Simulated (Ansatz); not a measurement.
`[SiH3]CS` → CH₃SH + `[SiH2]` at 600 K and 1 bar (silylene formation by 1,1-elimination).

Program: Ansatz. Geometries: PBE0-D4/def2-TZVP. ΔE: electronic, gas phase. CCSD(T)/CBS adds triple-zeta CCSD(T) − MP2 to the extrapolated MP2 energy (def2 sets, frozen cores). This one scheme is used for every species. Each species was taken in one conformer, which may not be the lowest.

```json
{"species": "`[SiH3]CS`", "CCSD(T)/CBS energy (Eh)": "-728.50660", "H − E (kJ/mol)": "211.5", "S (J/(mol·K))": "382.4"}
{"species": "CH₃SH", "CCSD(T)/CBS energy (Eh)": "-438.22835", "H − E (kJ/mol)": "152.3", "S (J/(mol·K))": "296.8"}
{"species": "`[SiH2]`", "CCSD(T)/CBS energy (Eh)": "-290.19011", "H − E (kJ/mol)": "52.1", "S (J/(mol·K))": "233.9"}
```

H − E and S are ideal-gas, rigid-rotor, harmonic terms from PBE0-D4/def2-TZVP, for one conformer and one mirror image of each species. 1 Eh = 2625.50 kJ/mol, R = 8.31446 J/(mol·K).

Q: By hand: ΔE, ΔH, ΔS and ΔG.

A: ΔE = (-438.22835) + (-290.19011) − (-728.50660) = 0.08814 Eh = 231.4 kJ/mol. Δ(H − E) = 152.3 + 52.1 − 211.5 = -7.1, so ΔH = 224.3 kJ/mol. ΔS = 296.8 + 233.9 − 382.4 = 148.3 J/(mol·K). ΔG = 224.3 − 600 × (148.3)/1000 = 135.3 kJ/mol.

Q: By hand: the equilibrium constant, and the temperature at which ΔG would vanish if ΔH and ΔS stayed fixed.

A: log₁₀ K = −ΔG/(RT ln 10) = -11.8. ΔG = 0 at ΔH/ΔS = 1512 K.

The number of gas molecules changes by +1, which sets the sign of ΔS. A doubt of 5 kJ/mol in ΔE shifts log₁₀ K by 0.4 here. Other conformers and mirror images would add mixing entropy, several J/(mol·K) or more a flexible species. These are equilibria of isolated gas molecules and say nothing of rates. Largest T1 diagnostic: 0.014 (customary marks: 0.02 for closed shells, 0.045 for open ones).
